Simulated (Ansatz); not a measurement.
hcp Re, treated with r²SCAN+SOC in Ansatz (plane waves, PAW).

Numerical settings: plane-wave cutoff 560 eV, 24×24×12 k mesh (along the axes of the cell as run), Fermi–Dirac smearing 0.05 eV, PAW data made under PBE.

Energies at three volumes about the minimum:

```csv
V (Å³/atom),E − E_lowest (meV/atom)
14.425,7.31
14.720,0.00
15.014,6.81
```

**Question.** Fit a parabola by hand: where is the minimum, and what is the bulk modulus?

**Answer.** Slopes: (0.00 − 7.31)/(14.720 − 14.425) = -24.780 and (6.81 − 0.00)/(15.014 − 14.720) = 23.163 meV/Å³. Curvature E″ = 2 × (23.163 − (-24.780))/(15.014 − 14.425) = 162.795 meV/Å⁶. From the middle of the first interval, the slope vanishes at V0 = 14.5725 − (-24.780)/162.795 = 14.725 Å³/atom. B = V0 E″ = 14.725 × 162.795 meV/Å³ × 0.1602 GPa per meV/Å³ = 384 GPa. The full Birch–Murnaghan fit to all volumes gives V0 = 14.720 Å³/atom and B0 = 384 GPa.

Shape and atoms are relaxed at each volume.

Measured, for comparison: bulk modulus 369 GPa (zero-point energy and finite temperature contributions removed, sources range from 369 to 381; as tabulated in doi:10.1021/acs.jctc.3c00612); equilibrium volume per atom 14.62 Å³/atom (copied from a table, unchecked, extrapolated to 0 K and zero-point effects removed; as tabulated in Lejaeghere et al. (2013), arXiv:1204.2733). Computed less measured: bulk modulus +4.1 % (+0.8 % to +4.1 % over the range), equilibrium volume per atom not scored (unchecked).

Ansatz is a first-principles code.
